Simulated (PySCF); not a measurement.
Isomers of C3H4, mass 40.031 u with the commonest isotopes. Computed with PBE0-D3(BJ)/def2-SVP geometry optimisation, gas phase (PySCF 2.14.0). One conformer each, none proved a minimum here; rigid rotors.

Question: Order these by radius of gyration √(Σ m r²/M), largest first.
A. cyclopropene (`C1=CC1`)
B. `C(#C)C`
C. allene, `C=C=C`

Answer: B (1.232 Å), C (1.211 Å), A (0.975 Å).

Question: Order these by rotational constant B, largest first.
A. `CC#C`
B. allene (`C=C=C`)
C. cyclopropene, `C1=CC1`

Answer: C (22069 MHz), B (8870 MHz), A (8543 MHz).

Question: Order these by dipole moment, largest first.
A. `C1=CC1` (cyclopropene)
B. `C#CC`
C. allene, `C=C=C`

Answer: B (0.79 D), A (0.53 D), C (0.00 D).

```csv
SMILES,point group,Ia (u·Å²),Ib (u·Å²),Ic (u·Å²),κ,μa (D),μb (D),μc (D)
C=C=C,D2d,3.54,56.97,56.97,-1.00,0.00,0.00,0.00
C1=CC1,C2v,16.89,22.90,36.39,0.02,0.53,0.00,0.00
C#CC,C3v,3.19,59.16,59.16,-1.00,0.79,0.00,0.00
```
